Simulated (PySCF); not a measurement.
Mapped SMILES: `[O:1]=[c:2]1[cH:3][c:4]1[F:5]`. Each H is labelled by its parent atom.

Geometry: PBE0-D3(BJ)/def2-SVP; GIAO absolute shieldings from PySCF 2.14, gas phase, non-relativistic, averaged over equivalent atoms.

At PBE0/pcSseg-1 (90 basis functions, 5.7 s wall time on 1 thread of an x86-64 server CPU, shared host):
```csv
atoms,σ (ppm)
O1,23.8
C4,16.5
C2,42.3
C3,49.5
F5,233.6
H(C3),24.44
```

Problem. Estimate the result of repeating the calculation with KT3/pcSseg-2.

Solution. 
| atoms | σ at KT3/pcSseg-2 | change |
| --- | --- | --- |
| O1 | 48.9 | +25.1 |
| C4 | 22.4 | +5.9 |
| C2 | 46.3 | +4.0 |
| C3 | 55.5 | +6.0 |
| F5 | 223.6 | -10.0 |
| H(C3) | 24.49 | +0.05 |

The largest change is at O1 (carbonyl oxygen). Cost: 194 basis functions, 22 s wall time on 1 thread of an x86-64 server CPU, shared host. The order of the carbon signals is the same at both levels.
